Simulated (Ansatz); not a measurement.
Geometry optimisation, Ansatz, RKS PBE-D4/def2-SVP.

Input file:

```yaml
crystal:
  periodic: [false, false, false]
  atoms:
    - { symbol: B, position_ang: [-0.923192, -0.397373, 0.307104] }
    - { symbol: H, position_ang: [1.202704, 0.241071, 1.192334] }
    - { symbol: C, position_ang: [1.851872, 0.074069, 0.309815] }
    - { symbol: H, position_ang: [1.790187, -0.988294, 0.003051] }
    - { symbol: H, position_ang: [1.542096, 0.727059, -0.527494] }
    - { symbol: H, position_ang: [2.903002, 0.309104, 0.57667] }
    - { symbol: Cl, position_ang: [-1.195969, 0.034264, -1.36158] }
basis:
  gaussian: { orbitals: def2-SVP }
hamiltonian:
  xc: pbe
  dispersion: d4
relax:
  f_tol: 0.03
  max_steps: 50
```

Command:

```bash
$ ansatz run input.yaml --threads 1 --pin off --max-ram 2048MiB --backend cpu --events-out ev --progress --plain --runs-dir out
```

Question: Where does it end, and by what steps?

Answer: It converged. The force dipped under the threshold on the way, but the program's further checks kept it going. After 12 steps the energy has fallen by 0.129 eV; B1 moved furthest, 0.68 Å.

```tsv
step	energy less start (eV)	largest force component (eV/Å)	accepted
0	0.0000	0.431	yes
1	-0.0733	0.288	yes
2	-0.1103	0.403	yes
3	-0.1206	0.194	yes
4	-0.1252	0.134	yes
5	-0.1270	0.022	yes
6	-0.1273	0.064	yes
7	-0.1277	0.048	yes
8	-0.1281	0.062	yes
9	-0.1284	0.063	yes
10	-0.1286	0.059	yes
11	-0.1287	0.053	yes
12	-0.1288	0.011	yes
```

```xyz
7
Properties=species:S:1:pos:R:3
B -1.562 -0.180 0.365
H 1.225 0.112 1.067
C 2.022 0.095 0.298
H 2.024 -0.889 -0.207
H 1.832 0.891 -0.446
H 3.002 0.266 0.779
Cl -1.372 -0.295 -1.355
```

Whether the end is a true minimum wasn't checked by a vibrational analysis.

The run took 7 s on 1 thread of AMD EPYC 9R45 96-Core Processor (Zen 5), with other jobs on the host, peak memory 0.14 GiB.
